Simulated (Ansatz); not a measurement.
C2H3FOS can be A, `O=CC(F)S`, or B, `FC1(S)CO1`.

Calculated with Ansatz (gas phase, PBE0-D4/def2-TZVP geometries, no zero-point term in ΔE). CCSD(T)/CBS adds triple-zeta CCSD(T) − MP2 to the extrapolated MP2 energy (def2 sets, frozen cores). DFT in def2-TZVPP. B3LYP here is the variant with VWN-RPA as its local correlation; programs differ in this. Each species was taken in one conformer, which may not be the lowest.

A:

Z-matrix (Å, degrees):
```
C
C 1 1.525
S 1 1.779 2 114.5
F 1 1.386 2 105.1 3 -125.2
H 1 1.096 2 109.0 3 120.7
O 2 1.193 1 125.4 3 -9.3
H 2 1.108 1 112.3 3 169.2
H 3 1.344 1 95.2 2 -23.8
```

B:

Z-matrix (Å, degrees):
```
C
S 1 1.777
C 1 1.452 2 121.6
F 1 1.352 2 112.9 3 -149.5
O 1 1.375 2 120.1 3 72.6
H 2 1.344 1 94.7 3 -145.6
H 3 1.086 1 120.4 2 7.5
H 3 1.086 1 117.7 2 -147.9
```

(1) Which isomer does CCSD(T)/CBS put lower? Give the gap. (Estimate.)

(2) Give E(B) − E(A) in kcal/mol with MP2/def2-TZVPP, LDA (SPW92), BLYP-D4, CCSD(T)/def2-SVP, CCSD/def2-TZVPP, PBE-D4, B3LYP-D4. (An estimate is asked.)

(3) Does the order hold for the free energy at 298.15 K (harmonic terms from PBE0-D4)? (An estimate is asked.)

Largest T1 diagnostic: 0.014.

Answers

(1) Computed: A, by 15.6 kcal/mol.

(2) The calculation gave: MP2/def2-TZVPP 14.3, LDA (SPW92) 9.2, BLYP-D4 18.2, CCSD(T)/def2-SVP 16.4, CCSD/def2-TZVPP 15.7, PBE-D4 13.1, B3LYP-D4 16.9. None reverses the order clearly.

(3) Computed: Yes: G(B) − G(A) = +16.9 kcal/mol, for one conformer each.

From r2SCAN to r2SCAN0 (25 % exact exchange), in def2-TZVPP and without D4, E(B) − E(A) moves by −0.8 kcal/mol. In def2-TZVPP, CCSD(T) changes the Hartree–Fock value by −3.4 kcal/mol (the triples alone add −0.1 kcal/mol) and MP2 by −4.8 kcal/mol.
